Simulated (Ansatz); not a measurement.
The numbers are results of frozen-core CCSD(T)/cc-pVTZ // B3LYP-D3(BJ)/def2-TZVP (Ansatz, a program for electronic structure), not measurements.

Ansatz 0.2 input:
```yaml
crystal:
  periodic: [false, false, false]
  atoms:
    - { symbol: N, position_ang: [-0.001867, 0.425609, -0.000001] }
    - { symbol: H, position_ang: [-0.805278, -0.216342, 0.000003] }
    - { symbol: H, position_ang: [0.807146, -0.209267, -0.000003] }
basis:
  gaussian: { orbitals: cc-pVTZ }
correlation:
  method: ccsd_t
magnetization:
  spin_polarized: true
  initial_magnetization: 1
```

Output:

```
Functional definition: HF
338 factors; integrals over basis functions are off by at most 4.6e-4 eV
mean field evaluation 1: about -1511.8663 eV, gradient 1.3e1 eV
mean field evaluation 2: about -1511.8667 eV, gradient 1.3e1 eV
mean field evaluation 4: about -1512.5551 eV, gradient 1.3e0 eV
mean field evaluation 8: about -1512.5665 eV, gradient 1.1e-3 eV
mean field evaluation 16: about -1512.5665 eV, gradient 2.6e-6 eV
mean field evaluation 32: about -1510.3412 eV, gradient 9.8e-2 eV
mean field -1512.56651344 eV, -55.5857941146 hartree, gradient 2.6e-6 eV, S^2 0.758998; 1 other end points of the search recorded, 0 dependent functions left out
determinant -1512.56651344 eV, -55.5857941146 hartree, with singles and doubles -1518.12555112 eV, -55.7900849813 hartree
determinant -1510.34108522 eV, -55.5040111358 hartree, with singles and doubles -1515.93796603 eV, -55.7096927119 hartree
1 core orbitals not correlated
reference -1512.56651344 eV, -55.5857941146 hartree; 4, 3 occupied and 53, 54 virtual orbitals, 338 factors
second order -5.02611260 eV of doubles, -0.00000000 eV of singles
cycle   1  -5.48891890 eV  change   -4.7e-1 eV  update   1.2e-2
cycle   2  -5.49995101 eV  change   -1.1e-2 eV  update   2.9e-3
cycle   3  -5.50039282 eV  change   -4.4e-4 eV  update   1.1e-3
cycle   4  -5.50066947 eV  change   -2.8e-4 eV  update   4.3e-4
cycle   5  -5.50076874 eV  change   -9.9e-5 eV  update   1.4e-4
cycle   6  -5.50078463 eV  change   -1.6e-5 eV  update   4.4e-5
cycle   7  -5.50081136 eV  change   -2.7e-5 eV  update   1.4e-5
cycle   8  -5.50080919 eV  change    2.2e-6 eV  update   5.2e-6
perturbative correction -0.15372241 eV, -0.0056491945 hartree
Total energy: -1518.22104505 eV, -55.7935943183 hartree
```

Cost: around 1.8 core-seconds (rough).
